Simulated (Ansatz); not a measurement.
Reaction (ligand exchange at the Al–C bond): `[CH3][AlH][SiH3]` + HCl → `[SiH3][AlH][Cl]` + CH₄

Calculated with Ansatz (gas phase, PBE0-D4/def2-TZVP geometries, no zero-point term in ΔE). CCSD(T)/CBS adds triple-zeta CCSD(T) − MP2 to the extrapolated MP2 energy (def2 sets, frozen cores). This one scheme is used for every species. DFT in def2-TZVPP. B3LYP here is the variant with VWN-RPA as its local correlation; programs differ in this. HSE06 is defined as in plane-wave codes.

`[CH3][AlH][SiH3]`:

```xyz
10

C    -0.528    1.828    0.139
Al    0.785    0.381    0.137
Si    0.080   -1.951   -0.211
H    -0.271    2.579   -0.616
H    -1.550    1.494   -0.051
H    -0.517    2.347    1.103
H     2.320    0.734    0.371
H    -0.624   -2.106   -1.519
H    -0.894   -2.371    0.841
H     1.199   -2.935   -0.193
```

HCl:

Cartesian coordinates in Å:
```
Cl 0.615 -0.172 0.038
H -0.615 0.172 -0.038
```

`[SiH3][AlH][Cl]`:

Cartesian coordinates in Å:
```
Si 0.477 0.961 0.225
Al -0.710 -1.079 -0.420
Cl -0.125 -2.846 0.562
H 1.937 0.807 -0.026
H 0.289 1.227 1.679
H -0.001 2.152 -0.530
H -1.866 -1.222 -1.489
```

CH₄:

```xyz
5

C     0.000    0.000    0.000
H     0.120   -1.083    0.012
H    -0.680    0.282   -0.803
H     0.969    0.471   -0.163
H    -0.409    0.330    0.955
```

| level | ΔE (kJ/mol) | difference from CCSD(T)/CBS |
| --- | --- | --- |
| LDA (SPW92) | -166.0 | 11.7 |
| PBE-D4 | -171.0 | 6.7 |
| revPBE-D4 | -170.3 | 7.4 |
| BLYP-D4 | -175.8 | 1.9 |
| r2SCAN-D4 | -179.9 | -2.2 |
| PBE0-D4 | -174.8 | 2.9 |
| B3LYP-D4 | -178.9 | -1.2 |
| r2SCANh-D4 | -180.5 | -2.8 |
| r2SCAN0-D4 | -181.2 | -3.5 |
| CAM-B3LYP-D4 | -178.5 | -0.8 |
| ωB97X-V | -177.6 | 0.1 |
| ωB97M-V | -176.5 | 1.2 |
| PBE-QIDH | -179.1 | -1.4 |
| PBE | -171.5 | 6.2 |
| revPBE | -172.5 | 5.2 |
| BLYP | -177.0 | 0.7 |
| r2SCAN | -180.3 | -2.6 |
| PBE0 | -175.3 | 2.4 |
| B3LYP | -179.6 | -1.9 |
| r2SCANh | -180.8 | -3.1 |
| r2SCAN0 | -181.6 | -3.9 |
| HSE06 | -175.3 | 2.4 |
| BHLYP | -185.0 | -7.3 |
| CAM-B3LYP | -178.9 | -1.2 |
| LC-ωPBE | -174.3 | 3.4 |
| RPA@PBE/def2-TZVPP | -169.9 | 7.8 |
| MP2/def2-SVP | -185.7 | -8.0 |
| CCSD/def2-SVP | -183.6 | -5.9 |
| CCSD(T)/def2-SVP | -182.8 | -5.1 |
| HF/def2-TZVPP | -193.0 | -15.3 |
| MP2/def2-TZVPP | -179.6 | -1.9 |
| SCS-MP2/def2-TZVPP | -179.8 | -2.1 |
| CCSD/def2-TZVPP | -176.0 | 1.7 |
| CCSD(T)/def2-TZVPP | -174.8 | 2.9 |
| HF/def2-QZVPP | -192.7 | -15.0 |
| MP2/def2-QZVPP | -181.2 | -3.5 |
| SCS-MP2/def2-QZVPP | -181.5 | -3.8 |
| HF/CBS(def2) | -192.6 | -14.9 |
| MP2/CBS(def2) | -182.6 | -4.9 |
| CCSD/CBS(def2) | -179.0 | -1.3 |
| CCSD(T)/CBS | -177.7 | 0 |

Largest T1 diagnostic among the species: 0.011.

From BLYP to BHLYP (50 % exact exchange), in def2-TZVPP and without D4, ΔE moves by −8.1 kJ/mol. In def2-TZVPP, CCSD(T) changes the Hartree–Fock value by +18.3 kJ/mol (the triples alone add +1.3 kJ/mol) and MP2 by +13.4 kJ/mol. At CCSD(T), def2-SVP lies −5.1 kJ/mol from the extrapolated value and def2-TZVPP +2.9 kJ/mol.
